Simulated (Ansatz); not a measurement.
Ansatz (a quantum-chemistry and plane-wave program) input (CCSD(T)/6-31G):

Ansatz 0.2 input:
```yaml
crystal:
  periodic: [false, false, false]
  atoms:
    - {symbol: C, position_ang: [-0.00031565, -0.01876434, 0.11346103]}
    - {symbol: C, position_ang: [-0.00366586, -0.21792541, 1.31771454]}
    - {symbol: C, position_ang: [0.00342830, 0.20380299, -1.23232147]}
    - {symbol: H, position_ang: [-0.00658048, -0.39119133, 2.36538959]}
    - {symbol: H, position_ang: [0.93286994, 0.33015230, -1.77073907]}
    - {symbol: H, position_ang: [-0.92297020, 0.25835959, -1.78777517]}
basis:
  gaussian:
    orbitals: 6-31G
magnetization: {spin_polarized: true, initial_magnetization: 1}
correlation: {method: ccsd_t, electrons: outside_noble_gas}
```

Output:

```
Functional definition: HF
integrals: 0.01 GiB planned
477 factors; integrals over basis functions are off by at most 2.6e-4 eV
mean field: 0.07 GiB planned
mean field evaluation 1: about -3133.4065 eV, gradient 1.3e1 eV
mean field evaluation 2: about -3133.4156 eV, gradient 1.3e1 eV
mean field evaluation 4: about -3134.9519 eV, gradient 2.2e0 eV
mean field evaluation 8: about -3135.1119 eV, gradient 5.3e-1 eV
mean field evaluation 16: about -3135.1454 eV, gradient 2.7e-6 eV
mean field evaluation 32: about -3131.3531 eV, gradient 1.6e-1 eV
mean field -3135.14536507 eV, -115.2144670885 hartree, gradient 2.7e-6 eV, S^2 1.012095; 0 other end points of the search recorded, 0 dependent functions left out
3 core orbitals not correlated
reference -3135.14536507 eV, -115.2144670885 hartree; 8, 7 occupied and 22, 23 virtual orbitals, 477 factors
second order -6.06505846 eV of doubles, -0.00000000 eV of singles
coupled cluster: 0.08 GiB planned
cycle   1  -6.52843179 eV  change   -4.6e-1 eV  update   9.5e-2
cycle   2  -6.99024543 eV  change   -4.6e-1 eV  update   5.1e-2
cycle   3  -7.18688343 eV  change   -2.0e-1 eV  update   2.9e-2
cycle   4  -7.20720646 eV  change   -2.0e-2 eV  update   1.1e-2
cycle   5  -7.20710326 eV  change    1.0e-4 eV  update   3.1e-3
cycle   6  -7.20788406 eV  change   -7.8e-4 eV  update   1.2e-3
cycle   7  -7.20803858 eV  change   -1.5e-4 eV  update   5.1e-4
cycle   8  -7.20814966 eV  change   -1.1e-4 eV  update   2.2e-4
cycle   9  -7.20824840 eV  change   -9.9e-5 eV  update   9.3e-5
cycle  10  -7.20827368 eV  change   -2.5e-5 eV  update   3.3e-5
cycle  11  -7.20828042 eV  change   -6.7e-6 eV  update   1.4e-5
coupled cluster: 0.08 GiB planned
perturbative correction -0.21593642 eV, -0.0079355170 hartree
Total energy: -3142.56958191 eV, -115.4873020252 hartree
```

It need not be the lowest isomer of its formula.

The determinant is spin-contaminated: <S^2> is 1.01 against 0.75 for a pure state.
